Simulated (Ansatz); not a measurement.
# CHFO: the cost of one run

Program: Ansatz 0.2.0. Level of theory: the levels named in each step. These are calculated values, not measurements.

### Step 1. The starting structure

Bond lengths: C2–O3 1.118 Å, F1–H4 0.942 Å.

As a file:

```xyz
4

F     0.0000    0.0000   -1.9473
C     0.0000    0.0000    0.9171
O     0.0000    0.0000    2.0356
H     0.0000    0.0000   -1.0055
```

### Step 2. A rough first relaxation, PBE-D4/def2-SVP

This run stands in another session on the same molecule. It ended at:

```xyz
4

F     0.0000    0.0000   -1.9661
C     0.0000    0.0000    0.9262
O     0.0000    0.0000    2.0644
H     0.0000    0.0000   -1.0245
```

### Step 3. Relaxation, PBE0-D4/def2-TZVPP

This run stands in another session on the same molecule. It ended at:

```xyz
4

F     0.0000    0.0000   -1.9766
C     0.0000    0.0000    0.9532
O     0.0000    0.0000    2.0729
H     0.0000    0.0000   -1.0495
```

### Step 4. Relaxation, CCSD(T)/cc-pV(T+d)Z

File input.yaml:

```yaml
crystal:
  periodic: [false, false, false]
  atoms:
    - { symbol: F, position_ang: [0.0, 0.0, -1.9765713] }
    - { symbol: C, position_ang: [0.0, 0.0, 0.95316328] }
    - { symbol: O, position_ang: [0.0, 0.0, 2.07293932] }
    - { symbol: H, position_ang: [0.0, 0.0, -1.0495313] }
basis:
  gaussian: { orbitals: "cc-pV(T+d)Z.json" }
correlation:
  method: ccsd_t
relax:
  f_tol: 0.002
  max_steps: 40
```

Run with:

```
ansatz run input.yaml --threads 4 --pin off --max-ram 10240MiB --backend cpu --events-out ev --progress --plain --runs-dir out
```

**Question.** How long does this run take on 4 threads of AMD EPYC (Zen 3), shared host, and how much memory does it need?

About 5.9 min, with a peak of 0.69 GiB.
